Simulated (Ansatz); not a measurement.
# Si₂NH₃: single points off equilibrium

The task here is to estimate one member of a computed series from the others.

Program: Ansatz 0.2.0, Gaussian basis. Level of theory: single points in def2-TZVPP. These are calculated values, not measurements.

Correlated methods freeze the cores.

## Where the work starts

SMILES `N#[Si][SiH3]`, 6 atoms, charge 0, spin multiplicity 1.

Atoms are counted from 1 here; the program's logs count them from 0.

Bond lengths: N1–Si2 1.463 Å, Si2–Si3 2.339 Å, Si3–H4 1.380 Å, Si3–H5 1.554 Å, Si3–H6 1.565 Å. Angles: N1–Si2–Si3 167.0°, Si2–Si3–H4 123.1°, Si2–Si3–H5 114.6°, Si2–Si3–H6 106.1°, H4–Si3–H5 100.7°, H4–Si3–H6 109.9°, H5–Si3–H6 100.1°.

Geometry (Å):

| atom | x (Å) | y (Å) | z (Å) |
| --- | --- | --- | --- |
| N1 | 1.32740 | -2.46210 | 1.29520 |
| Si2 | 0.64410 | -1.24930 | 0.84490 |
| Si3 | -0.36880 | 0.48260 | -0.35740 |
| H4 | -1.51170 | 0.30910 | -1.11020 |
| H5 | 0.55650 | 1.17820 | -1.39410 |
| H6 | -0.57310 | 1.65510 | 0.65810 |

Set-up of the first run:

Contents of run/in.yaml:

```yaml
crystal:
  periodic: [false, false, false]
  atoms:
    - {symbol: N, position_ang: [1.327400, -2.462100, 1.295200]}
    - {symbol: Si, position_ang: [0.644100, -1.249300, 0.844900]}
    - {symbol: Si, position_ang: [-0.368800, 0.482600, -0.357400]}
    - {symbol: H, position_ang: [-1.511700, 0.309100, -1.110200]}
    - {symbol: H, position_ang: [0.556500, 1.178200, -1.394100]}
    - {symbol: H, position_ang: [-0.573100, 1.655100, 0.658100]}
basis:
  gaussian: {orbitals: def2-TZVPP}
correlation: {method: ccsd_t}
output: {forces: true}
```

The command line of these runs was not kept.

Among the steps run: CCSD(T)/def2-TZVPP; PBE0-D4/def2-TZVPP; wB97M-V/def2-TZVPP; r2SCAN-D4/def2-TZVPP; PBE-D4/def2-TZVPP; r2SCAN0-D4/def2-TZVPP; r2SCANh-D4/def2-TZVPP.

One of the session's tables, all rows but one given; the rest of the session is left out.

| method | RMS force component (eV/Å) | angle to CCSD(T) forces (°) | dipole (D) |
| --- | --- | --- | --- |
| CCSD(T) | 3.008 | reference | 4.79 |
| PBE0-D4 | 2.595 | 3.8 | 5.32 |
| wB97M-V | 2.496 | 5.2 | 5.57 |
| r2SCAN-D4 | ? | ? | ? |
| PBE-D4 | 2.880 | 2.9 | 4.83 |
| r2SCAN0-D4 | 2.504 | 5.1 | 5.45 |
| r2SCANh-D4 | 2.636 | 3.3 | 5.22 |

Estimate the missing values for r2SCAN-D4.

Worked estimate for «RMS force component (eV/Å)». Against the share of exact exchange, r2SCAN0-D4 (0.25, 2.504), r2SCANh-D4 (0.1, 2.636) give a slope of -0.880 per unit share; at 0 the line stands at 2.724.

The run gave: RMS force component (eV/Å): 2.726; angle to CCSD(T) forces (°): 2.3; dipole (D): 5.05. In «RMS force component (eV/Å)» the line misses by -0.002.
